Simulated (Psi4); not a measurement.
# SiH4O2 (SMILES O[SiH2]O): levels of theory compared

Aim: a comparison of 4 runs (HF/3-21G, B3LYP/6-31G*, TPSSh/def2-SVPD) of SiH4O2. 

The calculation is run with Psi4 1.11.

### Step 1. The molecule

SiH4O2: 7 atoms, total charge 0, spin state singlet. As SMILES, `O[SiH2]O`. The O1–Si2 distance was set to 3.612 Å, away from the relaxed value. At this shape a bond of the SMILES string is far longer than usual.

Bond lengths: Si2–O3 1.642 Å, O1–H4 0.958 Å, Si2–H5 1.481 Å, Si2–H6 1.481 Å, O3–H7 0.958 Å. Angles: Si2–O3–H7 117.7°, O3–Si2–H5 103.9°, O3–Si2–H6 111.5°, H5–Si2–H6 112.9°.

### Step 2. Energy and gradient at HF/3-21G (run 1)

job.in

```
memory 2200 MB

molecule {
  0 1
  O
  Si 1 R2
  O 2 R3 1 A3
  H 1 R4 2 A4 3 D4
  H 2 R5 3 A5 1 D5
  H 2 R6 5 A6 3 D6
  H 3 R7 2 A7 6 D7

  R2 = 3.6119
  R3 = 1.641767
  A3 = 113.50252
  R4 = 0.958338
  A4 = 117.72956
  D4 = -66.04754
  R5 = 1.481129
  A5 = 103.8751
  D5 = -121.24275
  R6 = 1.481123
  A6 = 112.90797
  D6 = 120.91961
  R7 = 0.958323
  A7 = 117.72959
  D7 = 50.83039
  symmetry c1
}

set puream true
set e_convergence 1e-09
set d_convergence 1e-08
set scf_type pk

energy_value, wavefunction = gradient('scf/3-21G', return_wfn=True)
oeprop(wavefunction, 'LOWDIN_CHARGES', 'DIPOLE', 'MAYER_INDICES')
print_variables()
```

The run is started by

```bash
$ psi4 -i job.in -o job.out -n 1
```

job.out:

```text
[...]
  Running in c1 symmetry.
[...]
  Nuclear repulsion =   91.885853434286147
[...]
  Multiplicity = 1
[...]
  Nalpha       = 17
  Nbeta        = 17
[...]
    Number of basis functions: 39
[...]
   @RHF iter   1:  -438.12682685426176   -9.83129e-01   1.80521e-02 ADIIS/DIIS
[...]
   @RHF iter  16:  -438.39300465381456   -6.93490e-12   8.73062e-09 DIIS
[...]
    Orbital Energies [Eh]
    ---------------------
    Doubly Occupied:
       1A    -68.417943     2A    -20.500827     3A    -20.360662
       4A     -6.218006     5A     -4.313839     6A     -4.313373
       7A     -4.312606     8A     -1.386307     9A     -1.171416
      10A     -0.798080    11A     -0.671695    12A     -0.582778
      13A     -0.564501    14A     -0.512398    15A     -0.506973
      16A     -0.388737    17A     -0.264976
[...]
  @RHF Final Energy:  -438.39300465381456
   => Energetics <=
    Nuclear Repulsion Energy =             91.8858534342861475
    One-Electron Energy =                -789.9874812559924067
    Two-Electron Energy =                 259.7086231678917443
    Total Energy =                       -438.3930046538145575
[...]
  -Total Gradient:
     Atom            X                  Y                   Z
    ------   -----------------  -----------------  -----------------
       1        0.025785770144    -0.010673197397    -0.047712041480
       2       -0.014395367805    -0.021393479247     0.014018895999
       3        0.008092588881     0.011188056089     0.009934107307
       4       -0.022504372918     0.010009521652     0.000754743724
       5        0.000936293892    -0.002855759632     0.013982064272
       6        0.000840764236    -0.001353884057     0.012881254704
       7        0.001244323570     0.015078742591    -0.003859024523
[...]
```

Wall time 2.6 s (1 thread of Intel Xeon Platinum 8259CL at 2.50GHz (Skylake/Cascade Lake), shared host); peak memory 0.18 GiB.

### Step 3. Energy and forces at B3LYP/6-31G(d) (spherical functions) (run 2)

h4o2si.xyz

```xyz
7
H4O2Si
O     -3.109044    -1.043154    -0.874731
Si     0.051410     0.422210     0.079240
O      1.274030    -0.668570     0.183160
H     -3.180554    -1.414874    -1.755141
H      0.526670     1.393040    -0.933360
H     -0.229300     1.048860     1.391580
H      1.219010    -1.336090     0.868560
```

job.py

```python
import psi4

psi4.set_memory('2200 MB')
psi4.set_num_threads(1)
psi4.set_output_file('h4o2si.out', False)

with open('h4o2si.xyz') as f:
    atoms = ''.join(f.readlines()[2:])
geom = psi4.geometry('0 1\n' + atoms + 'symmetry c1\nno_reorient\nno_com')

psi4.set_options({
    'basis': '6-31G*',
    'reference': 'rks',
    'puream': True,
    'e_convergence': 1e-09,
    'd_convergence': 1e-08,
    'scf_type': 'pk',
    'dft_radial_points': 99,
    'dft_spherical_points': 590,
})

e_tot, wfn = psi4.gradient("b3lyp", return_wfn=True)
psi4.oeprop(wfn, "WIBERG_LOWDIN_INDICES", "LOWDIN_CHARGES", "MULLIKEN_CHARGES")
print('gradient / Eh bohr^-1')
print(e_tot.np.round(6))
print(f'energy = {wfn.energy():.10f} Eh')
```

The run is started by

```bash
$ python job.py
```

h4o2si.out:

```text
[...]
  Running in c1 symmetry.
[...]
  Nuclear repulsion =   91.885847298437767
[...]
  Multiplicity = 1
[...]
  Nalpha       = 17
  Nbeta        = 17
[...]
    Number of basis functions: 54
[...]
   @RKS iter   1:  -441.66680582627117   -2.49053e-01   1.92998e-02 DIIS/ADIIS
[...]
   @RKS iter  16:  -442.19143624340268   -7.38964e-13   1.48382e-09 DIIS
[...]
  @RKS Final Energy:  -442.19143624340268
   => Energetics <=
    Nuclear Repulsion Energy =             91.8858472984377670
    One-Electron Energy =                -793.2457638481459981
    Two-Electron Energy =                 291.0808379988094998
    DFT Exchange-Correlation Energy =     -31.9123576925039458
    Empirical Dispersion Energy =           0.0000000000000000
    VV10 Nonlocal Energy =                  0.0000000000000000
    Total Energy =                       -442.1914362434026771
[...]
  -Total Gradient:
     Atom            X                  Y                   Z
    ------   -----------------  -----------------  -----------------
       1       -0.016306175078    -0.016232254974    -0.027757120290
       2        0.007183444717     0.000679601749     0.008264180518
       3        0.001199044200     0.000296771071     0.007510839183
       4       -0.006301849740     0.005142949294     0.018258475415
       5        0.006326744809     0.000456916614     0.002998805919
       6        0.007847768752     0.000966114254    -0.001849502511
       7        0.000050698934     0.008696165324    -0.007428250688
[...]
```

Standard output:

```text
gradient / Eh bohr^-1
[[-1.6306e-02 -1.6232e-02 -2.7757e-02]
 [ 7.1830e-03  6.8000e-04  8.2640e-03]
 [ 1.1990e-03  2.9700e-04  7.5110e-03]
 [-6.3020e-03  5.1430e-03  1.8258e-02]
 [ 6.3270e-03  4.5700e-04  2.9990e-03]
 [ 7.8480e-03  9.6600e-04 -1.8500e-03]
 [ 5.1000e-05  8.6960e-03 -7.4280e-03]]
energy = -442.1914362434 Eh
```

It took 18 s on 1 thread of Intel Xeon Platinum 8259CL at 2.50GHz (Skylake/Cascade Lake), shared host; peak memory 0.7 GiB.

Run 3 isn't shown in full; the table further down has it.

### Step 4. Energy and gradient at TPSSh/def2-SVPD (run 4)

h4o2si.xyz is that of step 3.

calc.py

```python
import psi4

psi4.set_memory(2200000000)
psi4.set_num_threads(1)
psi4.core.set_output_file('run.log', False)

with open('h4o2si.xyz') as f:
    atoms = ''.join(f.readlines()[2:])
m = psi4.geometry('0 1\n' + atoms + 'symmetry c1\nno_reorient\nno_com')

psi4.set_options(dict(puream=True, e_convergence=1e-09, d_convergence=1e-08, scf_type='pk', dft_radial_points=99, dft_spherical_points=590))

E, wfn = psi4.gradient("tpssh/def2-SVPD", return_wfn=True)
print('gradient / Eh bohr^-1')
print(E.np.round(6))
print(f'energy = {wfn.energy():.10f} Eh')
```

The run is started by

```bash
$ python calc.py
```

run.log:

```text
[...]
  Running in c1 symmetry.
[...]
  Nuclear repulsion =   91.885847298437767
[...]
  Multiplicity = 1
[...]
  Nalpha       = 17
  Nbeta        = 17
[...]
    Number of basis functions: 102
[...]
   @RKS iter   1:  -441.46088163188290   -1.59131e-01   1.08616e-02 DIIS/ADIIS
[...]
   @RKS iter  23:  -442.04609195824776    3.41061e-13   5.15764e-10 DIIS
[...]
  @RKS Final Energy:  -442.04609195824776
   => Energetics <=
    Nuclear Repulsion Energy =             91.8858472984377670
    One-Electron Energy =                -792.3987068792500850
    Two-Electron Energy =                 294.1001910917589157
    DFT Exchange-Correlation Energy =     -35.6334234691943337
    Empirical Dispersion Energy =           0.0000000000000000
    VV10 Nonlocal Energy =                  0.0000000000000000
    Total Energy =                       -442.0460919582477572
[...]
  -Total Gradient:
     Atom            X                  Y                   Z
    ------   -----------------  -----------------  -----------------
       1       -0.015164437238    -0.014260400056    -0.023655317787
       2        0.008988954532    -0.008966596441     0.007875643252
       3       -0.001775872312     0.005358422247     0.005283272424
       4       -0.005104044606     0.004156456613     0.015144960815
       5        0.006602236620     0.001663655621     0.003798769443
       6        0.008354348759     0.003119839070    -0.001519722022
       7       -0.001905808224     0.008933484917    -0.006930976945
[...]
```

The script printed:

```text
gradient / Eh bohr^-1
[[-0.015164 -0.01426  -0.023655]
 [ 0.008989 -0.008967  0.007876]
 [-0.001776  0.005358  0.005283]
 [-0.005104  0.004156  0.015145]
 [ 0.006602  0.001664  0.003799]
 [ 0.008354  0.00312  -0.00152 ]
 [-0.001906  0.008933 -0.006931]]
energy = -442.0460919582 Eh
```

Wall time 2.3 min (1 thread of Intel Xeon Platinum 8259CL at 2.50GHz (Skylake/Cascade Lake), shared host); peak memory 1 GiB.

### Step 5. Overview of the runs

```tsv
run	level	integration grid	Cartesian functions	energy (Eh)	dipole moment (D)	HOMO energy (eV)	LUMO energy (eV)	wall time
1	HF/3-21G	–	no	-438.393005	4.02	-7.21	-1.12	2.6 s
2	B3LYP/6-31G* (spherical functions)	99 radial × 590 angular	no	-442.191436	4.26	-5.78	-3.99	18 s
3	B3LYP/6-31G* (Cartesian functions)	99 radial × 590 angular	yes	-442.196709	4.31	-5.79	-4.00	17 s
4	TPSSh/def2-SVPD	99 radial × 590 angular	no	-442.046092	5.56	-5.76	-4.66	2.3 min
```

### Step 6. Summary of results

```
                       quantity          value
            run 4: total energy  -442.04609 Eh
           run 4: dipole moment         5.56 D
             run 4: HOMO energy       -5.76 eV
             run 4: LUMO energy       -4.66 eV
           run 4: HOMO–LUMO gap        1.09 eV
run 4: largest force on an atom     1.620 eV/Å
```

**Reading.** The dipole moment (its size) runs from 4.02 D (HF/3-21G) to 5.56 D (TPSSh/def2-SVPD). The two ends differ in method and basis. The HOMO–LUMO gap runs from 1.09 eV (TPSSh/def2-SVPD) to 6.09 eV (HF/3-21G). Totals of different functionals can't be ranked against each other. In runs 1, 2, 3, 4 a closed-shell determinant meets a far-stretched bond, which it describes badly. All runs together took 2.9 min, the longest 2.3 min.
